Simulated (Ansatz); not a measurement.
Species: cyclobutane, C₄H₈ (charge 0, singlet). 
Coordinates optimised at B3LYP-D3(BJ)/def2-TZVP (Ansatz, an electronic-structure program):
SMILES: C1CCC1
```xyz
12

C     -0.0021     1.0817     0.1209
C      0.0007    -1.0808     0.1288
C     -1.0806    -0.0019    -0.1307
C      1.0820     0.0010    -0.1189
H      0.0003     1.9568    -0.5289
H     -0.0082     1.4196     1.1583
H      0.0054    -1.9605    -0.5146
H     -0.0045    -1.4112     1.1686
H     -1.9615    -0.0007     0.5111
H     -1.4091    -0.0061    -1.1712
H      1.9558     0.0045     0.5324
H      1.4217    -0.0023    -1.1558
```

Quantity: atomisation energy (electronic, to ground-state atoms), in kJ/mol. Valence correlation only, unless marked. Open shells are spin-unrestricted. No spin-orbit coupling. Non-relativistic. The coupled-cluster limit lacks core correlation, which all-electron functionals hold. CBS(X,Y): correlation extrapolated as X^-3; Hartree-Fock from the larger set. [CCSD(T)-MP2]/basis is that difference in the basis named.

```json
[
 {"level": "SVWN5/def2-TZVPD", "program": "Ansatz", "atomisation energy (kJ/mol)": "5450.5"},
 {"level": "PBE-D4/def2-TZVPD", "program": "Ansatz + dftd4", "atomisation energy (kJ/mol)": "4900.0"},
 {"level": "B3LYP-D4/def2-TZVPD", "program": "Ansatz + dftd4", "atomisation energy (kJ/mol)": "4802.2"},
 {"level": "PBE0-D4/def2-TZVPD", "program": "Ansatz + dftd4", "atomisation energy (kJ/mol)": "4849.0"},
 {"level": "PBE0/def2-QZVPP", "program": "Ansatz", "atomisation energy (kJ/mol)": "4838.6"},
 {"level": "r2SCANh-D4/def2-TZVPD", "program": "Ansatz + dftd4", "atomisation energy (kJ/mol)": "4795.1"},
 {"level": "r2SCANh/def2-TZVPD", "program": "Ansatz", "atomisation energy (kJ/mol)": "4790.3"},
 {"level": "HSE06-D4/def2-TZVPD", "program": "Ansatz + dftd4", "atomisation energy (kJ/mol)": "4852.1"},
 {"level": "LC-wPBE/def2-TZVPD", "program": "Ansatz", "atomisation energy (kJ/mol)": "4818.4"},
 {"level": "wB97X/def2-TZVPD", "program": "Ansatz", "atomisation energy (kJ/mol)": "4807.4"},
 {"level": "MP2/6-31G*", "program": "Ansatz", "atomisation energy (kJ/mol)": "4463.0"},
 {"level": "MP2/aug-cc-pVDZ", "program": "Ansatz", "atomisation energy (kJ/mol)": "4570.3"},
 {"level": "RI-MP2/cc-pVTZ", "program": "Ansatz", "atomisation energy (kJ/mol)": "4750.7"},
 {"level": "SCS-MP2/6-31G", "program": "Ansatz", "atomisation energy (kJ/mol)": "4208.6"},
 {"level": "RI-MP2/CBS(cc-pVTZ,cc-pVQZ)+[CCSD(T)-MP2]/cc-pVTZ", "program": "Ansatz", "atomisation energy (kJ/mol)": "4805.9"}
]
```
